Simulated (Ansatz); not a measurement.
`CCC(O)Cl` + H₂ → `CCCCl` + H₂O at 298.15 K and 1 bar (hydrogenolysis of a C–O bond).

Computed with Ansatz on PBE0-D4/def2-TZVP structures; ΔE is electronic, products minus reactants. CCSD(T)/CBS is the MP2 limit (def2-TZVPP, def2-QZVPP) plus CCSD(T) − MP2 in def2-TZVPP, frozen cores. This one scheme is used for every species. One conformer a species, not always the lowest.

```json
{"species": "`CCC(O)Cl`", "CCSD(T)/CBS energy (Eh)": "-653.33007", "H − E (kJ/mol)": "281.4", "S (J/(mol·K))": "327.4"}
{"species": "H₂", "CCSD(T)/CBS energy (Eh)": "-1.17544", "H − E (kJ/mol)": "35.1", "S (J/(mol·K))": "130.4"}
{"species": "`CCCCl`", "CCSD(T)/CBS energy (Eh)": "-578.15785", "H − E (kJ/mol)": "266.4", "S (J/(mol·K))": "304.8"}
{"species": "H₂O", "CCSD(T)/CBS energy (Eh)": "-76.37941", "H − E (kJ/mol)": "66.4", "S (J/(mol·K))": "188.7"}
```

H − E and S are ideal-gas, rigid-rotor, harmonic terms from PBE0-D4/def2-TZVP, for one conformer and one mirror image of each species. The MP2-based limit puts H₂ 0.8 mEh under its directly extrapolated value; such offsets cancel only in part. 1 Eh = 2625.50 kJ/mol, R = 8.31446 J/(mol·K).

Problem. By hand: ΔE, ΔH, ΔS and ΔG.

Solution. ΔE = (-578.15785) + (-76.37941) − (-653.33007) − (-1.17544) = -0.03175 Eh = -83.4 kJ/mol. Δ(H − E) = 266.4 + 66.4 − 281.4 − 35.1 = 16.3, so ΔH = -67.1 kJ/mol. ΔS = 304.8 + 188.7 − 327.4 − 130.4 = 35.7 J/(mol·K). ΔG = -67.1 − 298.15 × (35.7)/1000 = -77.7 kJ/mol.

Problem. By hand: the equilibrium constant, and the temperature at which ΔG would vanish if ΔH and ΔS stayed fixed.

Solution. log₁₀ K = −ΔG/(RT ln 10) = 13.6. ΔH and −TΔS have one sign here, so there is no such temperature.

ΔH outweighs TΔS. A doubt of 5 kJ/mol in ΔE shifts log₁₀ K by 0.9 here. Other conformers and mirror images would add mixing entropy, several J/(mol·K) or more a flexible species. These are equilibria of isolated gas molecules and say nothing of rates. Largest T1 diagnostic: 0.010 (customary marks: 0.02 for closed shells, 0.045 for open ones).
